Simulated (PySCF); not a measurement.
Löwdin shares of the frontier orbitals

Species: C3H3 (charge +1).
Numbering: `[CH:1]#[C:2][CH2+:3]` (hydrogens: H4 on C1; H5, H6 on C3)

Structure used (PBE0-D3(BJ)/def2-SVP), in Å, numbered top down from 1:
```xyz
6
C3H3 angstrom
C      1.432    0.177    0.432
C      0.258    0.029    0.076
C     -1.022   -0.134   -0.315
H      2.465    0.302    0.745
H     -1.396   -1.126   -0.612
H     -1.714    0.723   -0.344
```

The calculation used TDDFT CAM-B3LYP/def2-SVPD, vertical, gas phase, core orbitals frozen in the response (PySCF).

Kohn–Sham orbitals with the atoms that hold most of them (Löwdin shares over 4%, at most four atoms; ? is withheld):

```tsv
orbital	ε (eV)	atoms
LUMO+2	-3.47	C3 34%, C2 26%, C1 16%, H6 11%
LUMO+1	-5.09	C1 37%, C2 33%, C3 12%, H4 7%
LUMO	?	?
HOMO	-16.80	?
HOMO-1	-18.12	C2 44%, C1 26%, C3 25%
HOMO-2	-21.76	C3 49%, H5 17%, H6 17%, C2 14%
HOMO-3	-22.56	C3 35%, C2 19%, C1 19%, H4 10%
```

(1) Give the leading atoms of the LUMO.

(2) Give the leading atoms of the HOMO.

(3) What is the LUMO energy, and the HOMO–LUMO gap?

Answers

(1) C3 (bonded to C and 2 H) 40%; C1 (bonded to C and H) 32%; C2 (bonded to 2 C) 18%.

(2) C1 (bonded to C and H) 45%; C2 (bonded to 2 C) 38%; C3 (bonded to C and 2 H) 8%.

(3) ε(LUMO) = -9.91 eV; the gap is 6.90 eV (0.2534 hartree).

**Question.** The HOMO–LUMO gap is 6.90 eV. Where does the response calculation put the lowest singlet, and from which orbitals?

**Answer.** S1 is at 2.19 eV (f = 0.0000), 4.70 eV below the gap, made of HOMO→LUMO (100%). Without the coupling terms of the response equations the lowest excitation would equal the gap.

**Question.** One configuration dominates each of S1, S2, S3 and S5. Which, and how do the shares of the two leading atoms of either orbital change from the occupied to the empty one?

**Answer.** 
- S1 (2.19 eV, f 0.0000), HOMO→LUMO (100%): C1 45% → 32%, C2 38% → 18%, C3 8% → 40%
- S2 (5.28 eV, f 0.130), HOMO-1→LUMO (85%): C2 44% → 18%, C1 26% → 32%, C3 25% → 40%
- S3 (7.12 eV, f 0.0000), HOMO-2→LUMO (95%): C3 49% → 40%, H5 17% → at most 4%, C1 at most 4% → 32%
- S5 (8.08 eV, f 0.0000), HOMO-1→LUMO+1 (96%): C2 44% → 33%, C1 26% → 37%
